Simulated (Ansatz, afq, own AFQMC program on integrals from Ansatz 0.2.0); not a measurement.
**SiH₄, triplet: a scan with AFQMC**

```xyz
5

Si    0.0000    0.0000    0.0000
H    -0.0115    1.0851    1.0776
H    -0.0165   -1.0776    1.0850
H     0.0165    1.0776   -1.0850
H     0.0115   -1.0851   -1.0776
```

The Si1–H2 distance is changed with both sides rigid. Energies in kcal/mol count from this geometry (1.529 Å) at the same level; the start stands on UHF, each point on the determinant named.

Basis 6-31G. Only valence electrons are correlated. AFQMC by an in-house program on the Cholesky factors that Ansatz 0.2.0 writes for its CCSD(T) run. The CISD trial takes its coefficients from CCSD amplitudes. Released means that phaseless walkers are propagated on without the constraint, phases kept. Error bars are statistical, one sigma.

Cautions, each for one point or more: lower spins were not checked; unrestricted determinant slightly spin contaminated.

| r(Si1–H2) / Å | det. | T1 | weight | ⟨S²⟩ | CCSD(T) | ph-AFQMC/CISD | released AFQMC | FCI | CCSDT(Q) | HF | wB97M-V |
| --- | --- | --- | --- | --- | --- | --- | --- | --- | --- | --- | --- |
| 1.245 | UHF | 0.013 | 0.93 | 2.03 | 24.6 | 24.5 ± 0.06 | – | 24.7 | 24.7 | 22.0 | 22.2 |
| 1.843 | UHF | 0.024 | 0.90 | 2.04 | 2.8 | 2.7 ± 0.06 | 2.7 ± 0.02 | 2.7 | 2.7 | 3.8 | 6.5 |
| 2.449 | UHF | 0.021 | 0.92 | 2.02 | 6.2 | 6.1 ± 0.06 | 6.3 ± 0.02 | 6.3 | 6.3 | 2.2 | 17.7 |
| 3.329 | UHF | 0.023 | 0.92 | 2.07 | 4.2 | 4.0 ± 0.06 | 4.2 ± 0.01 | 4.2 | 4.2 | -1.5 | 18.5 |
| 5.196 | UHF | 0.024 | 0.92 | 2.08 | 4.0 | 3.9 ± 0.06 | 4.0 ± 0.02 | 4.1 | 4.1 | -1.8 | 18.7 |

Weight is that of the determinant in the CISD state; at the start T1 is 0.012 and the weight 0.92, and ⟨S²⟩ is 2.03. Symmetry can't show for every point that it stays on the start's state. A dash marks a missing value, a released energy that hasn't settled or a functional that sits on another state. Largest departures from full CI: CCSD(T) 0.1 kcal/mol at 1.843 (on UHF), ph-AFQMC/CISD -0.2 kcal/mol at 3.329 (on UHF), released AFQMC 0.0 kcal/mol at 3.329 (on UHF) (within the noise), CCSDT(Q) 0.0 kcal/mol at 5.196 (on UHF), HF -5.9 kcal/mol at 5.196 (on UHF). The functionals aren't scored here. In this small basis the wave-function levels are far from their limit, so their gap to the functionals isn't the functionals' error.

Some points may be missing: those where a free walk finds a much lower state, and past Zn most of those on another determinant than at the start.

CCSDT and higher add their correlation energy to the determinant of the CCSD(T) run, since their own runs factorise the integrals more tightly (a shift of under 2 meV). A walk keeps the symmetry of its determinant, which the program's search chose and which needn't be the lowest solution, so a lower state of the same spin and another symmetry isn't excluded. Released energies are given only where the last usable release times agree within the noise; a slower fall can still hide under it.
